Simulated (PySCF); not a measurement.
Species: C4H5F.
Cartesian coordinates in Å at the PBE0-D3(BJ)/def2-SVP level; atoms count from 1:
```xyz
10
C4H5F angstrom
C      2.3380   -0.0286   -0.1763
C      1.1747    0.2459    0.0110
C     -0.2357    0.5609    0.2482
C     -1.1357   -0.6500    0.1104
F     -0.6535    1.5311   -0.6395
H      3.3719   -0.2696   -0.3433
H     -0.3295    0.9892    1.2631
H     -1.0546   -1.0619   -0.9054
H     -0.8517   -1.4288    0.8318
H     -2.1787   -0.3549    0.2929
```

The closed-shell ground state was solved at several levels (PySCF, density fitting, gas phase, non-relativistic).

```json
{"level": "PBE0/def2-SVP", "basis functions": "95", "HOMO (eV)": "-8.01", "LUMO (eV)": "0.56", "gap (eV)": "8.57", "dipole (D)": "1.80"}
{"level": "CAM-B3LYP/pcSseg-2", "basis functions": "250", "HOMO (eV)": "-9.50", "LUMO (eV)": "1.12", "gap (eV)": "10.62", "dipole (D)": "1.95"}
{"level": "PBE0/def2-TZVP", "basis functions": "185", "HOMO (eV)": "-8.07", "LUMO (eV)": "0.28", "gap (eV)": "8.35", "dipole (D)": "1.81"}
{"level": "BLYP/pcSseg-2", "basis functions": "250", "HOMO (eV)": "-6.72", "LUMO (eV)": "-0.74", "gap (eV)": "5.98", "dipole (D)": "1.81"}
{"level": "PBE/def2-SVPD", "basis functions": "143", "HOMO (eV)": "-6.88", "LUMO (eV)": "-0.86", "gap (eV)": "6.02", "dipole (D)": "1.82"}
{"level": "PBE0/cc-pVDZ", "basis functions": "95", "HOMO (eV)": "-7.91", "LUMO (eV)": "0.65", "gap (eV)": "8.56", "dipole (D)": "1.71"}
{"level": "B3LYP/pcJ-1", "basis functions": "185", "HOMO (eV)": "-7.86", "LUMO (eV)": "0.16", "gap (eV)": "8.02", "dipole (D)": "1.87"}
{"level": "B3LYP/pcSseg-2", "basis functions": "250", "HOMO (eV)": "-7.88", "LUMO (eV)": "-0.09", "gap (eV)": "7.79", "dipole (D)": "1.90"}
{"level": "PBE0/6-31G*", "basis functions": "80", "HOMO (eV)": "-7.74", "LUMO (eV)": "0.89", "gap (eV)": "8.63", "dipole (D)": "1.69"}
{"level": "mPW1PW91/pcSseg-2", "basis functions": "250", "HOMO (eV)": "-8.12", "LUMO (eV)": "0.17", "gap (eV)": "8.29", "dipole (D)": "1.89"}
{"level": "LC-wPBE/def2-SVPD", "basis functions": "143", "HOMO (eV)": "-10.95", "LUMO (eV)": "2.25", "gap (eV)": "13.20", "dipole (D)": "1.95"}
{"level": "LDA/def2-SVPD", "basis functions": "143", "HOMO (eV)": "-7.05", "LUMO (eV)": "-1.11", "gap (eV)": "5.94", "dipole (D)": "1.88"}
```

Estimate the row for KT2/pcSseg-2, a basis of 250 functions; the other rows only guide the guess.

HOMO -6.86 eV, LUMO -0.87 eV, gap 5.99 eV, dipole 1.81 D.

Over all these levels, which gives the widest orbital gap and which the narrowest?

LC-wPBE/def2-SVPD (range-separated hybrid) has the widest, 13.20 eV, and LDA/def2-SVPD (LDA) the narrowest, 5.94 eV. The two share the basis. From the narrowest to the widest the HOMO moves by -3.90 eV and the LUMO by +3.36 eV.

How much does the basis alone move the frontier levels among the 4 PBE0 rows?

The HOMO by 0.33 eV and the LUMO by 0.61 eV. By rising basis size (HOMO, LUMO in eV): 6-31G* -7.74, 0.89; def2-SVP -8.01, 0.56; cc-pVDZ -7.91, 0.65; def2-TZVP -8.07, 0.28.

In the pcSseg-2 basis, how does the gap go with the fixed share of exact exchange?

BLYP (0 %) 5.98 eV; KT2 (0 %) 5.99 eV; B3LYP (20 %) 7.79 eV; mPW1PW91 (25 %) 8.29 eV. Each rise in the share widens the gap here.

How far do the dipole and the HOMO energy spread over the levels?

The dipole runs from 1.69 to 1.95 D (mean 1.84 D) and the HOMO from -10.95 to -6.72 eV.
